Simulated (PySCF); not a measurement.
## Frontier levels across methods

Compound: C4H12Si.
Z-matrix (Å and degrees, PBE0-D3(BJ)/def2-SVP geometry), rows numbered from 1:
```
C 
Si  1  1.8844
C   2  1.8842  1  109.43
C   2  1.8845  1  109.57  3   119.95
C   2  1.8841  1  109.54  3  -119.96
H   1  1.1018  2  111.11  3   -59.88
H   1  1.1018  2  111.21  3  -179.89
H   1  1.1018  2  111.14  3    60.08
H   3  1.1018  2  111.18  1   179.60
H   3  1.1018  2  111.12  1    59.61
H   3  1.1018  2  111.17  1   -60.36
H   4  1.1018  2  111.17  1   -60.06
H   4  1.1018  2  111.23  1    60.02
H   4  1.1018  2  111.04  1  -179.99
H   5  1.1017  2  111.21  1   -59.99
H   5  1.1018  2  111.14  1    60.05
H   5  1.1018  2  111.11  1   179.99
```

Basis pcSseg-1 throughout (PySCF), one geometry. Geometry: PBE0-D3(BJ)/def2-SVP; no solvent, vibrations or thermal averaging.

Problem. How do the orbital energies and the gap change with the method?

Solution. 
```json
{"method": "BLYP", "kind": "GGA", "HOMO (eV)": "-6.92", "LUMO (eV)": "0.30", "gap (eV)": "7.22", "SCF cycles": "11"}
{"method": "OPBE", "kind": "GGA", "HOMO (eV)": "-7.03", "LUMO (eV)": "0.58", "gap (eV)": "7.61", "SCF cycles": "12"}
{"method": "B97-D", "kind": "GGA", "HOMO (eV)": "-7.04", "LUMO (eV)": "0.44", "gap (eV)": "7.47", "SCF cycles": "12"}
{"method": "PBE", "kind": "GGA", "HOMO (eV)": "-7.04", "LUMO (eV)": "0.31", "gap (eV)": "7.35", "SCF cycles": "12"}
{"method": "LDA", "kind": "LDA", "HOMO (eV)": "-7.12", "LUMO (eV)": "0.17", "gap (eV)": "7.29", "SCF cycles": "11"}
{"method": "KT2", "kind": "GGA", "HOMO (eV)": "-7.13", "LUMO (eV)": "0.21", "gap (eV)": "7.34", "SCF cycles": "12"}
{"method": "BP86", "kind": "GGA", "HOMO (eV)": "-7.14", "LUMO (eV)": "0.41", "gap (eV)": "7.55", "SCF cycles": "11"}
{"method": "KT3", "kind": "GGA", "HOMO (eV)": "-7.17", "LUMO (eV)": "0.14", "gap (eV)": "7.31", "SCF cycles": "13"}
{"method": "B97-2", "kind": "global hybrid", "HOMO (eV)": "-8.12", "LUMO (eV)": "1.11", "gap (eV)": "9.23", "SCF cycles": "12"}
{"method": "B3LYP", "kind": "global hybrid", "HOMO (eV)": "-8.15", "LUMO (eV)": "0.75", "gap (eV)": "8.90", "SCF cycles": "11"}
{"method": "PBE0", "kind": "global hybrid", "HOMO (eV)": "-8.36", "LUMO (eV)": "1.09", "gap (eV)": "9.45", "SCF cycles": "12"}
{"method": "mPW1PW91", "kind": "global hybrid", "HOMO (eV)": "-8.40", "LUMO (eV)": "1.12", "gap (eV)": "9.51", "SCF cycles": "12"}
{"method": "BHandHLYP", "kind": "global hybrid", "HOMO (eV)": "-9.61", "LUMO (eV)": "1.68", "gap (eV)": "11.29", "SCF cycles": "10"}
{"method": "CAM-B3LYP", "kind": "range-separated hybrid", "HOMO (eV)": "-9.75", "LUMO (eV)": "1.87", "gap (eV)": "11.62", "SCF cycles": "10"}
{"method": "wB97X-D", "kind": "range-separated hybrid", "HOMO (eV)": "-10.25", "LUMO (eV)": "2.86", "gap (eV)": "13.11", "SCF cycles": "11"}
{"method": "LC-wPBE", "kind": "range-separated hybrid", "HOMO (eV)": "-11.13", "LUMO (eV)": "3.22", "gap (eV)": "14.35", "SCF cycles": "11"}
{"method": "HF", "kind": "Hartree–Fock", "HOMO (eV)": "-11.56", "LUMO (eV)": "3.70", "gap (eV)": "15.26", "SCF cycles": "8"}
```

The HOMO spans 4.64 eV, from BLYP down to HF, and the gap runs from 7.22 eV (BLYP) to 15.26 eV (HF). Over the methods BLYP (0 %), OPBE (0 %), B97-D (0 %), PBE (0 %), LDA (0 %), KT2 (0 %), BP86 (0 %), KT3 (0 %), B97-2 (21 %), B3LYP (20 %), PBE0 (25 %), mPW1PW91 (25 %), BHandHLYP (50 %), HF (100 %), a straight line through the gap against the share of exact exchange rises by 0.79 eV for each 10 % (correlation coefficient 0.998). The dipole is below 0.03 D at every level.
